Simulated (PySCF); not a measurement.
**Other spins and charges of BH3, singlet at one geometry**

Geometry (PBE0/def2-TZVP stationary point for this spin, not checked as a minimum):

```xyz
4

B     0.0000    0.0000    0.0000
H     1.1934    0.0146   -0.0003
H    -0.6093    1.0262   -0.0028
H    -0.5841   -1.0408    0.0031
```

Basis aug-cc-pVDZ; PySCF 2.14.0. Correlated methods freeze the noble-gas cores. Prefix R: restricted or restricted open-shell reference; prefix U: unrestricted.

Gaps are energies of the second state less the first, at fixed atoms, for a selection of the levels run; mean-field and cluster levels share one orbital occupation for each state, and full CI takes the lowest of the symmetries tried.

The determinant for coupled cluster was chosen by a search with trial CCSD, here up to 0.17 eV above the lowest Hartree–Fock solution of its kind, and MP2 stands on that determinant too.

Triplet less singlet: 5.399 eV at RCCSDT.

```json
{"level": "RMP2", "gap (eV)": "5.429", "error (meV)": "30"}
{"level": "UMP2", "gap (eV)": "5.461", "error (meV)": "62"}
{"level": "RCCSD", "gap (eV)": "5.441", "error (meV)": "42"}
{"level": "UCCSD", "gap (eV)": "5.436", "error (meV)": "37"}
{"level": "RCCSD(T)", "gap (eV)": "5.407", "error (meV)": "8"}
{"level": "UCCSD(T)", "gap (eV)": "5.406", "error (meV)": "7"}
{"level": "UCCSDT", "gap (eV)": "5.397", "error (meV)": "-2"}
{"level": "PBE", "gap (eV)": "4.900", "error (meV)": "-499"}
{"level": "r2SCAN", "gap (eV)": "4.930", "error (meV)": "-469"}
{"level": "PBE0", "gap (eV)": "5.088", "error (meV)": "-311"}
{"level": "B3LYP", "gap (eV)": "5.244", "error (meV)": "-155"}
{"level": "wB97M-V", "gap (eV)": "5.408", "error (meV)": "9"}
{"level": "B2PLYP", "gap (eV)": "5.366", "error (meV)": "-33"}
```

**Question.** PBE gives 12.932 eV for removing an electron, to the doublet. Estimate what RCCSDT gives in aug-cc-pVDZ.

**Answer.** RCCSDT in aug-cc-pVDZ gives 13.155 eV, so against it PBE is off by -0.223 eV, of which a good part can be the reference's own basis and frozen-core error.

```csv
level,gap (eV),error (meV)
RMP2,13.093,-62
UMP2,13.115,-40
RCCSD,13.150,-5
UCCSD,13.145,-10
RCCSD(T),13.156,1
UCCSD(T),13.156,1
UCCSDT,13.155,0
r2SCAN,12.977,-178
PBE0,13.041,-114
B3LYP,13.137,-18
wB97M-V,13.190,35
B2PLYP,13.087,-68
```

In so small a basis the reference is far from its limit while semilocal and hybrid functionals are nearer theirs (RPA and double hybrids share part of the reference's basis error), so the functionals' errors here hold much of the reference's basis and frozen-core error, which can add to them or hide them.

Full CI isn't at hand for all of this; RCCSDT serves as the reference. It lacks quadruple excitations. The frozen core follows each run's orbitals, which can shift R against U totals by a few meV.
